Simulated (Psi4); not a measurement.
**doublet BCl+ at 5 levels**

We compute a comparison of 5 runs (UHF/def2-TZVPPD, U-revPBE/def2-TZVPPD, UBLYP/def2-TZVPPD, UMP2/def2-TZVPPD, UCCSD/def2-TZVPPD) of doublet BCl+. 

The calculation is run with Psi4 1.11.

## 1. The structure to begin with

BCl+ has 2 atoms, charge +1, and is taken as a doublet. As SMILES of the parent species, `[B]Cl`. The shape is that of a PBE0-D4/def2-TZVP optimisation. That shape belongs to the parent species and isn't relaxed for this state.

Bond lengths: B1–Cl2 1.718 Å.

## 2. A single-point energy at UHF/def2-TZVPPD (run 1)

The input, bcl.py:

```python
import psi4

psi4.set_memory(2200000000)
psi4.set_num_threads(1)
psi4.core.set_output_file('psi4.out', False)

m = psi4.geometry("""
1 2
B
Cl 1 1.71785
units angstrom
symmetry c1
no_reorient
no_com
""")

options = {'basis': 'def2-TZVPPD', 'reference': 'uhf', 'puream': True, 'e_convergence': 1e-09, 'd_convergence': 1e-08, 'scf_type': 'pk', 'maxiter': 100}
psi4.set_options(options)

e_tot, wfn = psi4.energy('scf', molecule=m, return_wfn=True)
print('E =', round(e_tot, 9))
```

Command:

```
$ python bcl.py
```

psi4.out:

```text
[...]
  Running in c1 symmetry.
[...]
  Nuclear repulsion =   26.183929276100937
[...]
  Multiplicity = 2
[...]
  Nalpha       = 11
  Nbeta        = 10
[...]
    Number of basis functions: 88
[...]
   @UHF iter   1:  -483.75416002012253   -1.15193e-01   3.00088e-03 ADIIS/DIIS
[...]
   @UHF iter  14:  -483.81806557040261   -7.27596e-12   3.31251e-09 DIIS
[...]
   @S^2 Observed:                7.603629358E-01
[...]
  @UHF Final Energy:  -483.81806557040261
   => Energetics <=
    Nuclear Repulsion Energy =             26.1839292761009368
    One-Electron Energy =                -712.8203825368461821
    Two-Electron Energy =                 202.8183876903426608
    Total Energy =                       -483.8180655704026094
  UHF NO Occupations:
  HONO-2 :    9  A 1.9980283
  HONO-1 :   10  A 1.9980283
[...]
 Multipole Moments:
 ------------------------------------------------------------------------------------
     Multipole            Electronic (a.u.)      Nuclear  (a.u.)        Total (a.u.)
 ------------------------------------------------------------------------------------
 L = 1.  Multiply by 2.5417464519 to convert [e a0] to [Debye]
 Dipole X            :         -0.0000000            0.0000000           -0.0000000
 Dipole Y            :          0.0000000            0.0000000            0.0000000
 Dipole Z            :         -2.4363720            0.8694190           -1.5669530
 Magnitude           :                                                    1.5669530
[...]
```

On the terminal:

```text
E = -483.81806557
```

Run time: 15 s. Hardware: 1 thread of Intel Xeon at 2.50GHz (Skylake/Cascade Lake), shared host; peak memory 0.31 GiB.

## 3. The energy at U-revPBE/def2-TZVPPD (run 2)

The input, bcl.json:

```json
{
  "schema_name": "qcschema_input",
  "schema_version": 1,
  "molecule": {
    "schema_name": "qcschema_molecule",
    "schema_version": 2,
    "symbols": ["B", "Cl"],
    "geometry": [0.0, 0.0, -0.13163832, 0.0, 0.0, 3.1146277],
    "molecular_charge": 1,
    "molecular_multiplicity": 2,
    "fix_symmetry": "c1",
    "fix_com": true,
    "fix_orientation": true
  },
  "driver": "energy",
  "model": {
    "method": "revpbe",
    "basis": "def2-TZVPPD"
  },
  "keywords": {
    "reference": "uks",
    "puream": true,
    "e_convergence": 1e-09,
    "d_convergence": 1e-08,
    "scf_type": "pk",
    "dft_radial_points": 99,
    "dft_spherical_points": 590,
    "maxiter": 100
  }
}
```

Command:

```
$ psi4 --qcschema bcl.json -n 1 --memory 2200MB
```

stdout:

```text
[...]
  Running in c1 symmetry.
[...]
  Nuclear repulsion =   26.183929313346905
[...]
  Multiplicity = 2
[...]
  Nalpha       = 11
  Nbeta        = 10
[...]
    Number of basis functions: 88
[...]
   @UKS iter   1:  -484.53391416621565    1.42418e-01   2.91312e-03 DIIS/ADIIS
[...]
   @UKS iter  11:  -484.55327979572911   -9.09495e-13   1.51531e-09 DIIS
[...]
   @S^2 Observed:                7.598669298E-01
[...]
  @UKS Final Energy:  -484.55327979572911
   => Energetics <=
    Nuclear Repulsion Energy =             26.1839293133469049
    One-Electron Energy =                -712.8641098166468737
    Two-Electron Energy =                 233.9567931821598563
    DFT Exchange-Correlation Energy =     -31.8298924745889877
    Empirical Dispersion Energy =           0.0000000000000000
    VV10 Nonlocal Energy =                  0.0000000000000000
    Total Energy =                       -484.5532797957291109
[...]
 Multipole Moments:
 ------------------------------------------------------------------------------------
     Multipole            Electronic (a.u.)      Nuclear  (a.u.)        Total (a.u.)
 ------------------------------------------------------------------------------------
 L = 1.  Multiply by 2.5417464519 to convert [e a0] to [Debye]
 Dipole X            :          0.0000000            0.0000000            0.0000000
 Dipole Y            :          0.0000000            0.0000000            0.0000000
 Dipole Z            :        -51.1948664           52.2904793            1.0956129
 Magnitude           :                                                    1.0956129
[...]
```

The result, in JSON:

```text
{
 "driver": "energy",
 "model": {
  "method": "revpbe",
  "basis": "def2-TZVPPD"
 },
 "success": true,
 "return_result": -484.5532797957291,
 "properties": {
  "calcinfo_nbasis": 88,
  "calcinfo_nmo": 88,
  "calcinfo_nalpha": 11,
  "calcinfo_nbeta": 10,
  "calcinfo_natom": 2,
  "nuclear_repulsion_energy": 26.183929313346905,
  "return_energy": -484.5532797957291,
  "scf_one_electron_energy": -712.8641098166469,
  "scf_two_electron_energy": 233.95679318215986,
  "scf_xc_energy": -31.829892474588988,
  "scf_dipole_moment": [8.139128394553504e-09, 5.600864988492319e-10, 1.095612908457042],
  "scf_total_energy": -484.5532797957291,
  "scf_iterations": 11
 }
}
```

Wall time 22 s (1 thread of Intel Xeon at 2.50GHz (Skylake/Cascade Lake), shared host); peak memory 0.58 GiB.

Run 3 isn't shown in full; the table further down has it.

## 4. A single-point energy at UMP2/def2-TZVPPD (run 4)

The input, bcl.xyz:

```xyz
2
BCl
B      0.000000     0.000000    -0.069660
Cl     0.000000     0.000000     1.648190
```

The input, run_ase.py:

```python
import numpy as np
from ase.calculators.psi4 import Psi4
from ase.io import read

mol = read('bcl.xyz')
calc = Psi4(atoms=mol, method='mp2', basis='def2-TZVPPD', memory='2200MB', num_threads=1, charge=1, multiplicity=2, label='psi4-calc', reference='uhf')
calc.psi4.set_options({'puream': True, 'e_convergence': 1e-09, 'd_convergence': 1e-08, 'scf_type': 'pk', 'num_frozen_docc': 6, 'mp2_type': 'conv', 'maxiter': 100})
mol.calc = calc

print(f'energy: {mol.get_potential_energy():.6f} eV')
```

Command:

```
$ python run_ase.py
```

psi4-calc.dat:

```text
[...]
  Running in c1 symmetry.
[...]
  Nuclear repulsion =   26.183929276100940
[...]
  Multiplicity = 2
[...]
  Nalpha       = 11
  Nbeta        = 10
[...]
    Number of basis functions: 88
[...]
   @UHF iter   1:  -483.75416027511693   -1.15195e-01   3.00088e-03 ADIIS/DIIS
[...]
   @UHF iter  14:  -483.81806557040318   -7.90124e-12   3.31250e-09 DIIS
[...]
   @S^2 Observed:                7.603629358E-01
[...]
  @UHF Final Energy:  -483.81806557040318
   => Energetics <=
    Nuclear Repulsion Energy =             26.1839292761009403
    One-Electron Energy =                -712.8203825368395883
    Two-Electron Energy =                 202.8183876903354985
    Total Energy =                       -483.8180655704031778
  UHF NO Occupations:
  HONO-2 :    9  A 1.9980283
  HONO-1 :   10  A 1.9980283
[...]
 Multipole Moments:
 ------------------------------------------------------------------------------------
     Multipole            Electronic (a.u.)      Nuclear  (a.u.)        Total (a.u.)
 ------------------------------------------------------------------------------------
 L = 1.  Multiply by 2.5417464519 to convert [e a0] to [Debye]
 Dipole X            :          0.0000000            0.0000000            0.0000000
 Dipole Y            :          0.0000000            0.0000000            0.0000000
 Dipole Z            :         -2.4363720            0.8694190           -1.5669530
 Magnitude           :                                                    1.5669530
[...]
	SCS-MP2 Total Energy (a.u.)        :  -484.04356489702582
	SOS-MP2 Total Energy (a.u.)        :  -484.04138964575588
	SCSN-MP2 Total Energy (a.u.)       :  -483.92025482925175
[...]
	SOS-PI-MP2 Total Energy (a.u.)     :  -484.05856842078299
[...]
	MP2 Total Energy (a.u.)            :  -484.04791539956568
[...]
```

On the terminal:

```text
energy: -13171.614680 eV
```

It took 16 s on 1 thread of Intel Xeon at 2.50GHz (Skylake/Cascade Lake), shared host; peak memory 0.45 GiB.

## 5. The energy at UCCSD/def2-TZVPPD (run 5)

The input, input.json:

```json
{
  "schema_name": "qcschema_input",
  "schema_version": 1,
  "molecule": {
    "schema_name": "qcschema_molecule",
    "schema_version": 2,
    "symbols": ["B", "Cl"],
    "geometry": [0.0, 0.0, -0.13163832, 0.0, 0.0, 3.1146277],
    "molecular_charge": 1,
    "molecular_multiplicity": 2,
    "fix_symmetry": "c1",
    "fix_com": true,
    "fix_orientation": true
  },
  "driver": "energy",
  "model": {
    "method": "ccsd",
    "basis": "def2-TZVPPD"
  },
  "keywords": {
    "reference": "uhf",
    "puream": true,
    "e_convergence": 1e-09,
    "d_convergence": 1e-08,
    "scf_type": "pk",
    "num_frozen_docc": 6,
    "maxiter": 100
  }
}
```

Command:

```
$ psi4 --qcschema input.json -n 1 --memory 2200MB
```

stdout:

```text
[...]
  Running in c1 symmetry.
[...]
  Nuclear repulsion =   26.183929313346905
[...]
  Multiplicity = 2
[...]
  Nalpha       = 11
  Nbeta        = 10
[...]
    Number of basis functions: 88
[...]
   @UHF iter   1:  -483.75416013958403   -1.15198e-01   3.00088e-03 DIIS/ADIIS
[...]
   @UHF iter  14:  -483.81806557074640   -7.38964e-12   3.31247e-09 DIIS
[...]
   @S^2 Observed:                7.603629358E-01
[...]
  @UHF Final Energy:  -483.81806557074640
   => Energetics <=
    Nuclear Repulsion Energy =             26.1839293133469049
    One-Electron Energy =                -712.8203826066724105
    Two-Electron Energy =                 202.8183877225791321
    Total Energy =                       -483.8180655707463984
  UHF NO Occupations:
  HONO-2 :    9  A 1.9980283
  HONO-1 :   10  A 1.9980283
[...]
 Multipole Moments:
 ------------------------------------------------------------------------------------
     Multipole            Electronic (a.u.)      Nuclear  (a.u.)        Total (a.u.)
 ------------------------------------------------------------------------------------
 L = 1.  Multiply by 2.5417464519 to convert [e a0] to [Debye]
 Dipole X            :         -0.0000000            0.0000000           -0.0000000
 Dipole Y            :         -0.0000000            0.0000000           -0.0000000
 Dipole Z            :        -51.5201113           52.2904793            0.7703680
 Magnitude           :                                                    0.7703680
[...]
      * MP2 total energy                      = -484.047915399904070
[...]
      * CCSD total energy                     = -484.068646854943552
[...]
```

The result, in JSON:

```text
{
 "driver": "energy",
 "model": {
  "method": "ccsd",
  "basis": "def2-TZVPPD"
 },
 "success": true,
 "return_result": -484.06864685494355,
 "properties": {
  "calcinfo_nbasis": 88,
  "calcinfo_nmo": 88,
  "calcinfo_nalpha": 11,
  "calcinfo_nbeta": 10,
  "calcinfo_natom": 2,
  "nuclear_repulsion_energy": 26.183929313346905,
  "return_energy": -484.06864685494355,
  "scf_one_electron_energy": -712.8203826066724,
  "scf_two_electron_energy": 202.81838772257913,
  "scf_dipole_moment": [-1.3642724356299467e-11, -1.6949235344345324e-10, 0.7703679709365971],
  "scf_total_energy": -483.8180655707464,
  "scf_iterations": 14,
  "mp2_same_spin_correlation_energy": -0.05806207890524556,
  "mp2_opposite_spin_correlation_energy": -0.17178775025203413,
  "mp2_singles_energy": -1.933733137866321e-26,
  "mp2_doubles_energy": -0.2298498291572797,
  "mp2_correlation_energy": -0.2298498291572797,
  "mp2_total_energy": -484.04791539990407,
  "ccsd_same_spin_correlation_energy": -0.055595829271110016,
  "ccsd_opposite_spin_correlation_energy": -0.19498545492561717,
  "ccsd_singles_energy": 9.369970893208071e-19,
  "ccsd_doubles_energy": -0.2505812841967272,
  "ccsd_correlation_energy": -0.2505812841967272,
  "ccsd_total_energy": -484.06864685494355,
  "ccsd_iterations": 17
 }
}
```

It took 3.2 min on 1 thread of Intel Xeon at 2.50GHz (Skylake/Cascade Lake), shared host; peak memory 0.78 GiB.

## 6. All runs side by side

```tsv
run	level	integration grid	frozen core orbitals	energy (Eh)	HOMO energy (eV)	LUMO energy (eV)	⟨S²⟩	wall time
1	UHF/def2-TZVPPD	–	0	-483.818066	-21.22	-7.88	0.760	15 s
2	U-revPBE/def2-TZVPPD	99 radial × 590 angular	0	-484.553280	-16.20	-13.06	0.760	22 s
3	UBLYP/def2-TZVPPD	99 radial × 590 angular	0	-484.633107	-15.99	-13.20	0.756	17 s
4	UMP2/def2-TZVPPD	–	6	-484.047915	-21.22	-7.88	0.760	16 s
5	UCCSD/def2-TZVPPD	–	6	-484.068647	-21.22	-7.88	0.760	3.2 min
```

## 7. Results

```
                                                         quantity          value
                                              run 5: total energy  -484.06865 Eh
run 5: HOMO energy (Hartree–Fock orbitals) (highest over α and β)      -21.22 eV
 run 5: LUMO energy (Hartree–Fock orbitals) (lowest over α and β)       -7.88 eV
               run 5: correlation energy (6 core orbitals frozen)     -250.6 mEh
                         run 5: ⟨S²⟩ of the reference determinant          0.760
                                             run 5: T1 diagnostic          0.034
```

What this shows: Below the UHF energy at the same shape and in the same basis (def2-TZVPPD): UMP2 -229.8 mEh; UCCSD -250.6 mEh. Totals of different functionals can't be ranked against each other. All runs together took 4.4 min, the longest 3.2 min.
